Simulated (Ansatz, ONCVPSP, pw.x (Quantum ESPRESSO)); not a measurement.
**From atom to crystal: ONCV potential for iridium (Ir)**

ONCVPSP 4.0.1.1 (patched build) input, shortened (lines: element, Z, core and valence counts, functional; n l f; lmax; l rc ep ncon nbas qcut; lloc lpopt rc5 dvloc0; l nproj debl; icmod fcfact rcfact), PBEsol, scalar-relativistic:

```
  Ir 77.00   10    4  -116133      upf
    1    0    2.00
    2    0    2.00
    2    1    6.00
    3    0    2.00
    3    1    6.00
    3    2   10.00
    4    0    2.00
    4    1    6.00
    4    2   10.00
    4    3   14.00
    5    0    2.00
    5    1    6.00
    5    2    7.00
    6    0    2.00
    2
    0    1.50    0.00    3    7    9.90
    1    1.55    0.00    5    9    8.20
    2    1.50    0.00    4    9    7.30
    4    4    1.00    0.00
    0    2    3.40
    1    2    1.50
    2    1    2.60
    3    2.75    1.45
```

In the p channel the program set the typed energies aside and used -2.011, 0.250 Ha.

Atomic tests: cutoffs needed: 33 Ha and 38 Ha (the cutoffs (Ha) at which the residual kinetic energy of the hardest occupied pseudo-wave falls to 1 and 0.1 mHa per electron); ghost test: no bound ghost flagged; GHOST(+) flagged for s at 214.7 eV; largest excitation error: -12 meV (all-electron minus pseudo) for 5s2 5p6 5d7 6s0, out of 4 test configurations.

Crystal test: diamond Ir in pw.x 7.5, no spin, 8³ k-points, Fermi–Dirac smearing 0.01 Ry, cutoffs 90/360 Ry. The reference is all-electron LAPW (Ansatz 0.2.0) with the same functional, mesh and smearing; V0 and B0 come from Birch–Murnaghan fits to the pressures at five volumes. Errors are pseudo minus all-electron; Δ is the rms difference of the E(V) curves that follow from these fits, minima aligned, over ±6 % about the mean V0. Mesh and smearing are coarse, so the numbers serve the comparison and aren't converged zero-temperature values; the lattice is a test structure that the element need not adopt.

All-electron: a0 = 5.508 Å (V0 = 20.89 Å³/atom), B0 = 204.5 GPa.

Question: How far does the potential miss the all-electron equation of state?

Answer: mean pressure error (GPa): -3.06; a0 (Å): 5.480; a0 error (%): -0.50; B0 error (%): +1.4; Δ (meV/atom): 14.2.

```tsv
V (Å³/atom)	P all-electron (GPa)	P pseudo (GPa)
19.847	11.88	8.16
20.370	5.48	2.13
20.892	-0.03	-3.06
21.414	-4.78	-7.51
21.937	-8.86	-11.34
```

Question: At the middle volume, how do free energy and pressure move when the wave cutoff is lowered (ecutrho kept at four times it)?

Answer:

```csv
cutoff (Ry),shift of F (meV/atom),shift of P (GPa)
40,+4429.5,-107.24
54,+601.6,-27.32
72,+18.5,-1.14
```

The run at the middle volume (29 k-points, 8 iterations) took about 85 s on one core of a shared host (Neoverse-N1, 64 threads, 124 GiB, load 58).
